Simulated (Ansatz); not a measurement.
Two shapes of doublet NF₃(+).

Shape 1:

```xyz
4

N    -0.3918   -0.0708    0.1889
F     0.2454   -1.1580   -0.1798
F     0.4891    0.5572    0.9330
F    -0.4241    0.6468   -0.9103
```

Shape 2:

```xyz
4

N     0.1311    0.3511   -0.2789
F    -0.9673    0.5782    0.4760
F     1.0414   -0.0412    0.6406
F    -0.1761   -0.8101   -0.8997
```

Basis set: def2-SVP (spherical functions). Frozen core: 4 orbitals. Charge 1, multiplicity 2.

Computed with Ansatz (development build ahead of 0.2.0); each method stands on the lowest determinant of its kind that the runs found.

Q: Which shape is lower in energy, and by how much in each method?

A:

```
             method  E(2) − E(1) (eV)
                UHF             0.491
            UHF-MP2             0.275
PBE0 (unrestricted)             0.285
```

Shape 1 is lower.
